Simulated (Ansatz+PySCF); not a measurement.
# Stretching singlet LiF

The Li–F distance is varied.

Basis set: STO-3G (spherical functions). Frozen core: 1 orbital. Charge 0, multiplicity 1.

Computed with Ansatz (development build ahead of 0.2.0) and PySCF 2.14.0, each point on the determinant that the search for low states chose. Each curve is measured from its own lowest point listed.

| r(Li–F) (Å) | UHF (eV) | PBE0 (restricted) (eV) | PBE0 (unrestricted) (eV) |
| --- | --- | --- | --- |
| 1.379 | 0.000 | 0.000 | 0.000 |
| 1.609 | 0.427 | 0.215 | 0.215 |
| 1.685 | 0.724 | 0.454 | 0.454 |
| 1.838 | 1.263 | 1.029 | 1.029 |
| 1.992 | 1.268 | 1.659 | 1.659 |
| 2.145 | 1.324 | 2.297 | 2.297 |
| 2.221 | 1.362 | 2.610 | 2.610 |
| 2.375 | 1.447 | 3.213 | 3.199 |
| 2.528 | 1.535 | 3.774 | 3.611 |
| 2.604 | 1.577 | 4.035 | 3.766 |
| 2.757 | 1.655 | 4.515 | 4.013 |
| 2.911 | 1.720 | 4.937 | 4.198 |
| 2.987 | 1.747 | 5.127 | 4.272 |
| 3.140 | 1.794 | 5.468 | 4.391 |
| 3.294 | 1.829 | 5.761 | 4.480 |
| 3.447 | 1.854 | 6.013 | 4.546 |
| 3.677 | 1.880 | 6.324 | 4.613 |
| 3.830 | 1.891 | 6.495 | 4.645 |

Question: Give the RHF-MP2 curve at the same distances.

Answer: r (Å), E (eV) and a bar:
```
    1.379      0.000
    1.609      0.245 #
    1.685      0.505 ###
    1.838      1.141 #######
    1.992      1.857 ###########
    2.145      2.580 ###############
    2.221      2.918 #################
    2.375      3.513 #####################
    2.528      4.000 ########################
    2.604      4.206 #########################
    2.757      4.552 ###########################
    2.911      4.812 ############################
    2.987      4.910 #############################
    3.140      5.043 ##############################
    3.294      5.094 ##############################
    3.447      5.069 ##############################
    3.677      4.906 #############################
    3.830      4.727 ############################
```

Question: Does any curve turn over at long distance?

Answer: Yes: RHF-MP2 peaks near 3.29 Å and falls by 0.37 eV beyond.

Caution for UHF at some points, PBE0 (unrestricted) at some points: the unrestricted determinant is a mixture of spin states. Caution for RHF-MP2 at some points: large share of triples, a single reference is doubtful; the program doubts this total; large amplitudes, a single reference is doubtful. Caution for RHF-MP2 at some points, PBE0 (restricted) at some points: an unrestricted determinant lies well below. Caution for PBE0 (restricted) at some points, PBE0 (unrestricted) at some points: charge can spread falsely over distant fragments. Caution for PBE0 (unrestricted) at some points: the unrestricted determinant is spin contaminated.
